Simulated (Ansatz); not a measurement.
Process, species as SMILES: C=C(F)F + 4 [H][H] (H2) → 2 C (CH4) + 2 F (HF)
B3LYP-D3(BJ)/def2-TZVP geometries, fixed; electronic energies without zero-point terms.

Basis-set convergence of the energy of full hydrogenation at CCSD(T) with Ansatz (a program for electronic structure). Cartesian d functions, on some or all atoms, in 6-31G*; all else is spherical. Cores are frozen. No added dispersion term, no relativity. Functions are those of the species that has most. Reference: Hartree-Fock in cc-pVQZ plus the correlation part extrapolated as X^-3 from cc-pVTZ and cc-pVQZ, -99.88 kcal/mol, itself unsure by roughly 0.59 kcal/mol (a third of the extrapolation step and of the last Hartree-Fock step). Deviations are taken from unrounded values.

```
basis              functions  energy of full hydrogenation (kcal/mol)  minus reference (kcal/mol)
-----------------  ---------  ---------------------------------------  --------------------------
3-21G                     40                                   -54.61                       45.27
6-31G                     40                                   -82.85                       17.03
pcseg-0                   40                                   -71.12                       28.76
def2-SV(P)                60                                   -63.10                       36.78
6-31G*                    64                                   -72.90                       26.98
cc-pVDZ                   66                                   -93.01                        6.87
6-311G**                  84                                   -94.53                        5.35
6-311+G**                100                                  -101.39                       -1.51
aug-cc-pVDZ              110                                  -104.72                       -4.84
aug-pcseg-1              110                                  -102.63                       -2.75
6-311++G(2d,2p)          128                                  -102.20                       -2.32
def2-TZVP                136                                   -92.33                        7.54
cc-pVTZ                  148                                   -97.01                        2.87
pcseg-2                  148                                   -99.87                        0.01
def2-TZVPP               152                                   -98.94                        0.94
6-311++G(3df,3pd)        192                                  -100.20                       -0.32
aug-cc-pVTZ              230                                  -100.20                       -0.32
def2-QZVPP               288                                   -99.98                       -0.10
```
